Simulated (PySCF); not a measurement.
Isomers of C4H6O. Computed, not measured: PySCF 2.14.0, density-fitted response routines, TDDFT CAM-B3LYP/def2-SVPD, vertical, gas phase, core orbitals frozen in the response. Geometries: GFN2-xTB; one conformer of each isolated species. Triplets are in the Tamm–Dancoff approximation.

A. `O=CC1CC1`
B. `OCC1C=C1`
C. `C#COCC`
D. `O=C1CCC1`

Lowest singlet levels (six at most, fewer where fewer were computed) with oscillator strengths:

1. 6.09 eV (f 0.036); 6.35 eV (f 0.022); 6.90 eV (f 0.009); 7.32 eV (f 0.006); 7.42 eV (f 0.023); 7.53 eV (f 0.020); T1 4.03 eV
2. 4.44 eV (f 0.000); 7.38 eV (f 0.125); 7.65 eV (f 0.220); 7.83 eV (f 0.002); 8.01 eV (f 0.036); 8.15 eV (f 0.027); T1 3.86 eV
3. 4.29 eV (f 0.000); 7.03 eV (f 0.037); 7.79 eV (f 0.001); 7.80 eV (f 0.000); 7.98 eV (f 0.002); 7.99 eV (f 0.012); T1 3.76 eV
4. 6.37 eV (f 0.000); 6.70 eV (f 0.033); 7.09 eV (f 0.004); 7.36 eV (f 0.035); 7.56 eV (f 0.011); 7.81 eV (f 0.013); T1 5.73 eV

Task: Which spectrum belongs to which structure?

Result: 1 = B, 2 = A, 3 = D, 4 = C.
- A: S1 at 4.44 eV, HOMO→LUMO (95%); S1 has the pattern of n→π* at C=O; HOMO -8.95 and LUMO 0.47 eV; point group Cs, 1 of its 6 listed states under f = 0.0005.
- B: S1 at 6.09 eV, HOMO→LUMO (84%); Löwdin shares by element: HOMO carbon 58% or more, oxygen 17% (atoms not listed hold the other 25%); LUMO carbon 72% or more, hydrogen 8% or more (atoms not listed hold the other 20%); HOMO -8.68 and LUMO 0.73 eV.
- C: S1 at 6.37 eV, HOMO→LUMO+4 (49%), HOMO→LUMO+1 (21%), HOMO→LUMO+5 (12%); Löwdin shares by element: HOMO carbon 66% or more, oxygen 24%, hydrogen 4% or more; LUMO carbon 60% (atoms not listed hold the other 40%); HOMO -8.44 and LUMO 1.26 eV.
- D: S1 at 4.29 eV, HOMO→LUMO (96%); S1 has the pattern of n→π* at C=O; HOMO -8.69 and LUMO 0.43 eV; point group C2v, 2 of its 6 listed states under f = 0.0005.
